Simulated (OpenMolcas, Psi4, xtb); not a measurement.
# C4H8 (isobutene): the atomisation enthalpy at 298 K, rung by rung

C4H8 has 12 atoms, charge 0, and is taken as a singlet. As SMILES, `C=C(C)C`. The shape is that of a PBE0-D4/def2-TZVP optimisation.

Quantity: the atomisation enthalpy at 298 K, in kJ/mol. The values are calculated. The thermal term (zero-point and 298 K enthalpy, harmonic and unscaled) is that of GFN1-xTB; the spin-orbit lowering of the free atoms at 298 K, 0.1 kJ/mol by their spectra, is taken off.

Measured value to compare with: Active Thermochemical Tables gives the atomisation enthalpy at 298 K of the gas as 4629 kJ/mol.

```tsv
level	kind	program	value (kJ/mol)	computed − measured	CPU time (all runs)
revPBE/6-31G* (spherical functions)	GGA	OpenMolcas	4573	-56	50 s
M06-L/6-31G* (spherical functions)	meta-GGA	OpenMolcas	4598	-31	75 s
TPSS/6-31G* (spherical functions)	meta-GGA	Psi4	4665	+36	46 s
r2SCAN/6-31G* (spherical functions)	meta-GGA	OpenMolcas	4626	-3	68 s
B3LYP/6-31G* (spherical functions)	global hybrid	OpenMolcas	4617	-12	48 s
BHLYP/6-31G* (spherical functions)	global hybrid	OpenMolcas	4510	-119	45 s
B3LYP/6-31G* (Cartesian functions)	global hybrid	OpenMolcas	4609	-20	50 s
CCSD(T)/6-31G* (spherical functions)	coupled cluster or CI	OpenMolcas	4238	-391	36 s
```

Nearest: r2SCAN/6-31G* (spherical functions) (-3 kJ/mol); farthest: CCSD(T)/6-31G* (spherical functions) (-391 kJ/mol). Computed less measured by kind, in kJ/mol (6-31G* rows): GGA -56; meta-GGA -31 to +36; global hybrid -119 to -12; coupled cluster or CI -391. In a finite basis correlated wave-function methods underbind, so their errors here aren't those of the basis-set limit. CPU times are rough (shared hosts, several kinds of processor): they show what a rung costs within a factor of a few.
